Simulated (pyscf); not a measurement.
# Substitution at N: H₂N–GeH(F)–F + H atom (H•) → F–GeH•–F + ammonia (NH₃)

Gas phase, doublet surface, charge 0. Bonds broken: Ge2–N5. Bonds formed: N5–H6. Single points on ωB97X-D3(BJ)/def2-SVP structures (PySCF, gas phase).

Transition state (Å):

```xyz
8

F     -1.4544     1.5066    -0.4160
Ge    -0.2376     0.2744    -0.4210
F      1.1892     0.9881     0.2526
H      0.0865     0.0107    -1.9101
N     -0.8255    -0.8013     1.0677
H     -1.1296    -0.5929     2.4597
H     -1.7110    -1.2516     0.8141
H     -0.1574    -1.5673     1.2010
```

One imaginary mode, 1584i cm⁻¹; descent along it reached the two sides named, in the forms told below.

```
bond    change  reactant side (Å)  saddle  product side
------  ------  -----------------  ------  ------------
Ge2–N5  breaks              1.793   1.929         2.395
N5–H6    forms                3.6   1.440         1.021
```

Electronic energies relative to the separated reactants (kcal/mol):

```tsv
level	barrier	reaction energy	reverse barrier
ωB97X-D3(BJ)/def2-TZVP	15.6	-14.8	30.3
PBE/def2-TZVP	3.2	-21.2	24.4
r²SCAN/def2-TZVP	4.9	-19.2	24.1
B3LYP-D3(BJ)/def2-TZVP	6.1	-21.5	27.6
PBE0-D3(BJ)/def2-TZVP	8.9	-17.3	26.2
M06-2X/def2-TZVP	14.4	-15.1	29.5
ωB97M-D3(BJ)/def2-TZVP	13.2	-18.9	32.2
HF/def2-TZVP	31.0	-11.6	42.6
```

With ωB97M-D3(BJ)/def2-TZVP energies and thermal terms (ideal gas, 1 atm, RRHO with modes under 100 cm⁻¹ raised to 100, one conformer, R ln 2 for chiral ones without a mode under 150 cm⁻¹), in kcal/mol:

```
T (K)   ΔH‡   ΔG‡     ΔH     ΔG
-----  ----  ----  -----  -----
298    13.8  21.0  -14.8  -17.9
600    13.0  28.7  -16.4  -20.5
900    12.4  36.7  -18.0  -22.1
1200   12.0  44.9  -19.5  -23.3
```

On the product side the descent ends in a bound adduct, 12.6 kcal/mol under the separated species and 42.9 kcal/mol under the saddle at ωB97X-D3(BJ)/def2-TZVP. Abstraction by the radical was not located in this set and often lies lower. This saddle turned up in a search for another step; its sides and bond changes are read from the two ends of the descent. One saddle was located; it need not be the lowest between these sides. The angle at the attacked N is 137°. Elements up to Kr have no core potential and no relativistic terms here.
